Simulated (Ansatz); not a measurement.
Input for Ansatz (development build ahead of 0.2.0):

```yaml
crystal:
  periodic: [false, false, false]
  atoms:
    - { symbol: Li, position_ang: [0.0, 0.0, 0.0] }
    - { symbol: Si, position_ang: [1.37083, 1.82778, 3.95725] }
basis:
  gaussian: { orbitals: "6-31G" }
magnetization:
  initial_magnetization: 3
hamiltonian:
  xc: hf
correlation:
  method: fci
  frozen_orbitals: { Li: 0, Si: 5 }
```

The input is written out in the form of the current development build from the run's settings.

Results

- Converged: yes
- Total energy: -296.28785 hartree
- State: lowest quartet root, of any spatial symmetry
